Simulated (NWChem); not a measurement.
# One shape, several levels: BNH6 (SMILES [BH3-][NH3+])

Wanted: a comparison of 6 runs (HF/def2-TZVP, PBE/def2-TZVP, SVWN5/def2-TZVP, MP2/def2-TZVP, CCSD/def2-TZVP, CCSD(T)/def2-TZVP) of BNH6. 

The calculation is run with NWChem 7.3.0.

1 further run of the same task is left out (it didn't finish).

### Step 1. The system as given

The species is BNH6 (8 atoms), meant as a singlet with charge 0. As SMILES, `[BH3-][NH3+]`. The B1–H3 distance was set to 1.818 Å, away from the relaxed value. At this shape a bond of the SMILES string is far longer than usual.

Bond lengths: B1–N2 1.639 Å, B1–H4 1.212 Å, B1–H5 1.212 Å, N2–H6 1.015 Å, N2–H7 1.015 Å, N2–H8 1.015 Å. Angles: B1–N2–H6 110.9°, B1–N2–H7 110.9°, B1–N2–H8 110.9°, N2–B1–H4 105.3°, N2–B1–H5 105.3°, H6–N2–H7 108.0°, H6–N2–H8 108.0°, H7–N2–H8 108.0°, H4–B1–H5 113.3°.

### Step 2. A single-point energy at HF/def2-TZVP (run 1)

Input file mol.nw:

```
start mol
memory stack 880 mb heap 220 mb global 1100 mb
charge 0

geometry units angstroms noautosym nocenter noautoz
  B    -0.247846    0.740367   -0.422624
  N     0.149954    0.234467    1.084476
  H    -0.078200   -0.728400   -1.481000
  H    -1.389146    1.139267   -0.334424
  H     0.547854    1.616167   -0.685624
  H     0.084254    0.996567    1.751476
  H     1.100054   -0.121733    1.108076
  H    -0.470546   -0.506933    1.393276
end

basis spherical bse
  * library def2-TZVP
end

scf
  nopen 0
  rhf
  thresh 1e-08
  maxiter 80
end

task scf
```

Started as:

```console
$ nwchem mol.nw > mol.out
```

The program printed:

```text
[...]
  functions       =    98
[...]
  wavefunction    = RHF
[...]
         Total SCF energy =    -82.589943943430
      One-electron energy =   -188.258069185981
      Two-electron energy =     66.100417169626
 Nuclear repulsion energy =     39.567708072925
        Time for solution =     11.0s
[...]
```

It took 12 s on 1 thread of INTEL XEON PLATINUM 8581C at 2.10GHz (Emerald Rapids), shared host; peak memory 0.1 GiB.

### Step 3. A single-point energy at PBE/def2-TZVP (run 2)

Input file test.nw:

```
START test
memory 2200 mb
charge 0
GEOMETRY noautosym nocenter noautoz
 B    -0.247846    0.740367   -0.422624
 N     0.149954    0.234467    1.084476
 H    -0.078200   -0.728400   -1.481000
 H    -1.389146    1.139267   -0.334424
 H     0.547854    1.616167   -0.685624
 H     0.084254    0.996567    1.751476
 H     1.100054   -0.121733    1.108076
 H    -0.470546   -0.506933    1.393276
END
BASIS spherical bse
 * library def2-TZVP
END
DFT
 xc xpbe96 cpbe96
 grid fine
 convergence energy 1e-08
 maxiter 100
 mulliken
END
TASK dft energy
```

Started as:

```console
$ nwchem test.nw > test.out
```

The program printed:

```text
[...]
          Wavefunction type:  closed shell.
          No. of atoms     :     8
          No. of electrons :    18
[...]
          Charge           :     0
          Spin multiplicity:     1
[...]
          AO basis - number of functions:    98
[...]
              XC Information
              --------------
          PerdewBurkeErnzerhof Exchange Functional  1.000
            Perdew 1991 LDA Correlation Functional  1.000 local
           PerdewBurkeErnz. Correlation Functional  1.000 non-local
[...]
 d= 0,ls=0.0,diis     1    -83.0244492949 -1.23D+02  5.26D-03  3.49D-01     2.0
[...]
 d= 0,ls=0.0,diis    10    -83.0611257225 -4.91D-10  6.99D-08  2.11D-10    16.0
         Total DFT energy =      -83.061125722454
      One electron energy =     -188.538721961188
           Coulomb energy =       78.877587264905
    Exchange-Corr. energy =      -12.967699099095
 Nuclear repulsion energy =       39.567708072925
[...]
      Total Density - Mulliken Population Analysis
     ---------------------------------------------
    Atom       Charge   Shell Charges
 -----------   ------   -------------------------------------------------------
    1 B    5     5.29   0.91  1.06  0.48  0.52  0.14  0.97  0.82  0.32  0.03  0.02  0.01
    2 N    7     7.39   0.82  1.15  0.56  0.80  0.11  1.59  1.65  0.68  0.01  0.03  0.00
    3 H    1     1.13   0.19  0.49  0.44  0.00
    4 H    1     1.01   0.26  0.52  0.23  0.01
    5 H    1     1.01   0.26  0.52  0.23  0.01
    6 H    1     0.73   0.27  0.37  0.05  0.03
    7 H    1     0.72   0.27  0.37  0.04  0.03
    8 H    1     0.72   0.27  0.37  0.04  0.03
[...]
```

Wall time 17 s (1 thread of INTEL XEON PLATINUM 8581C at 2.10GHz (Emerald Rapids), shared host); peak memory 0.12 GiB.

Runs 3 to 4 aren't shown in full; the table further down has their settings and results.

### Step 4. A single-point energy at CCSD/def2-TZVP (run 5)

Input file nw.nw:

```
start nw
title "BH6N"
memory 2200 mb
charge 0

geometry noautosym nocenter noautoz
  B    -0.247846    0.740367   -0.422624
  N     0.149954    0.234467    1.084476
  H    -0.078200   -0.728400   -1.481000
  H    -1.389146    1.139267   -0.334424
  H     0.547854    1.616167   -0.685624
  H     0.084254    0.996567    1.751476
  H     1.100054   -0.121733    1.108076
  H    -0.470546   -0.506933    1.393276
end

basis spherical bse
  B library def2-TZVP
  N library def2-TZVP
  H library def2-TZVP
end

scf
  thresh 1e-08
  maxiter 80
end

ccsd
  freeze core 2
  maxiter 60
end

task ccsd energy
```

Started as:

```console
$ nwchem nw.nw > nw.out
```

The program printed:

```text
[...]
  functions       =    98
[...]
  wavefunction    = RHF
[...]
         Total SCF energy =    -82.589943943430
      One-electron energy =   -188.258069185981
      Two-electron energy =     66.100417169626
 Nuclear repulsion energy =     39.567708072925
        Time for solution =     12.0s
[...]
 Total MP2 energy:            -82.938988532998280
[...]
             energy      energy      error      ampl     ampl      Block
                                                time     time      time
[...]
 Total CCSD energy:            -82.975554533032806
[...]
```

Wall time 95 s (1 thread of INTEL XEON PLATINUM 8581C at 2.10GHz (Emerald Rapids), shared host); peak memory 0.17 GiB.

### Step 5. The energy at CCSD(T)/def2-TZVP (run 6)

Input file work.xyz:

```xyz
8

B     -0.247846     0.740367    -0.422624
N      0.149954     0.234467     1.084476
H     -0.078200    -0.728400    -1.481000
H     -1.389146     1.139267    -0.334424
H      0.547854     1.616167    -0.685624
H      0.084254     0.996567     1.751476
H      1.100054    -0.121733     1.108076
H     -0.470546    -0.506933     1.393276
```

Input file work.nw:

```
start work
memory total 2200 mb

geometry noautosym nocenter noautoz
  load work.xyz
end

basis "ao basis" spherical bse
  * library def2-TZVP
end

scf
  thresh 1e-08
  maxiter 80
  print medium
end

ccsd
  freeze core 2
  maxiter 60
end

task ccsd(t) energy
```

Started as:

```console
$ nwchem work.nw > work.out
```

The program printed:

```text
[...]
  functions       =    98
[...]
  wavefunction    = RHF
[...]
         Total SCF energy =    -82.589943943427
      One-electron energy =   -188.258069185972
      Two-electron energy =     66.100417169619
 Nuclear repulsion energy =     39.567708072925
        Time for solution =     10.7s
[...]
 Total MP2 energy:            -82.938988532995239
[...]
             energy      energy      error      ampl     ampl      Block
                                                time     time      time
[...]
 Total CCSD energy:            -82.975554533029438
[...]
 Total CCSD+T(CCSD) energy:            -82.988455813980224
[...]
 Total CCSD(T) energy:                 -82.987927953312123
[...]
```

It took 1.8 min on 1 thread of INTEL XEON PLATINUM 8581C at 2.10GHz (Emerald Rapids), shared host; peak memory 0.23 GiB.

### Step 6. All runs side by side

```tsv
run	level	iteration cap	module	energy (Eh)	HOMO energy (eV)	LUMO energy (eV)	HOMO–LUMO gap (eV)	wall time
1	HF/def2-TZVP	80	scf	-82.589944	-9.14	2.34	11.49	12 s
2	PBE/def2-TZVP	100	dft	-83.061126	-5.41	-1.02	4.39	17 s
3	SVWN5/def2-TZVP	100	dft	-82.392813	-5.47	-1.09	4.38	10 s
4	MP2/def2-TZVP	80	mp2	-82.938989	-9.14	2.34	11.49	13 s
5	CCSD/def2-TZVP	80	ccsd	-82.975555	-9.14	2.34	11.49	95 s
6	CCSD(T)/def2-TZVP	80	ccsd(t)	-82.987928	-9.14	2.34	11.49	1.8 min
```

### Step 7. Results

| quantity | value |
| --- | --- |
| run 6: total energy | -82.98793 Eh |
| run 6: HOMO energy (Hartree–Fock orbitals) | -9.14 eV |
| run 6: LUMO energy (Hartree–Fock orbitals) | 2.34 eV |
| run 6: HOMO–LUMO gap (Hartree–Fock orbitals) | 11.49 eV |
| run 6: correlation energy (2 core orbitals frozen) | -398.0 mEh |
| run 6: (T) correction | -12.37 mEh |

In words: Below the HF energy at the same shape and in the same basis (def2-TZVP): MP2 -349.0 mEh; CCSD -385.6 mEh; CCSD(T) -398.0 mEh. Over runs 1, 2, 3 the dipole moment (its size) runs from 6.01 D (SVWN5/def2-TZVP) to 6.39 D (HF/def2-TZVP). Over runs 1, 2, 3 the HOMO–LUMO gap runs from 4.38 eV (SVWN5/def2-TZVP) to 11.49 eV (HF/def2-TZVP). Exact exchange widens orbital gaps. Totals of different functionals can't be ranked against each other. All runs together took 4.2 min, the longest 1.8 min.
